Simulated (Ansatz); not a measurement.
```yaml
crystal:
  periodic: [false, false, false]
  atoms:
    - {symbol: B, position_ang: [-1.914345, 0.263589, -0.000130]}
    - {symbol: Ga, position_ang: [0.029632, -0.189982, -0.000832]}
    - {symbol: N, position_ang: [1.506624, 0.649346, 0.003947]}
    - {symbol: H, position_ang: [-2.453412, 1.291035, 0.004110]}
basis:
  gaussian: {orbitals: def2-TZVP}
hamiltonian: {xc: pbe0}
relax: {f_tol: 0.004, max_steps: 80}
```

```sh
$ ansatz run in.yaml --threads 1 --pin off --events-out ev --progress --plain --max-ram 2176MiB
```

Steps of the relaxation (energy above the last step; positions in Å, forces in eV/Å):

```
4
step 1, 583.5 meV
B    -1.914    0.264    0.000    1.749   -0.257    0.000
Ga    0.030   -0.190   -0.001   -0.767    0.028    0.000
N     1.507    0.649    0.004    0.047   -0.158   -0.001
H    -2.453    1.291    0.004   -1.030    0.386    0.001
```

```
4
step 2, 353.6 meV
B    -1.835    0.346    0.000    0.309    0.851    0.004
Ga    0.058   -0.162   -0.001   -0.418    0.210    0.001
N     1.591    0.576    0.004   -0.020   -0.220   -0.001
H    -2.646    1.254    0.004    0.128   -0.841   -0.004
```

```
4
step 3, 237.1 meV
B    -1.759    0.479    0.001   -1.397    0.911    0.003
Ga    0.062   -0.093    0.000    0.529    0.339    0.002
N     1.676    0.475    0.003   -0.257   -0.329   -0.002
H    -2.811    1.153    0.003    1.125   -0.921   -0.003
```

```
4
step 4, 67.1 meV
B    -1.792    0.562    0.001    0.168   -0.005    0.000
Ga    0.075    0.107    0.001   -0.002    0.272    0.001
N     1.763    0.317    0.003   -0.065   -0.179   -0.001
H    -2.877    1.029    0.003   -0.101   -0.089    0.000
```

```
4
step 8, 0.0 meV
B    -1.780    0.673    0.002   -0.001   -0.001    0.000
Ga    0.110    0.373    0.002    0.001    0.002    0.000
N     1.787    0.110    0.002   -0.002    0.000    0.000
H    -2.948    0.858    0.002    0.002    0.000    0.000
```

Close pairs at the end: B1–H4 1.182 Å, Ga2–N3 1.697 Å, B1–Ga2 1.914 Å.

A stationary point of restricted PBE0 after 8 steps (its stability towards spin polarisation wasn't tested); no frequencies were run, so it isn't proven a minimum. 15 s on 1 thread of AMD EPYC 9R45, shared host.
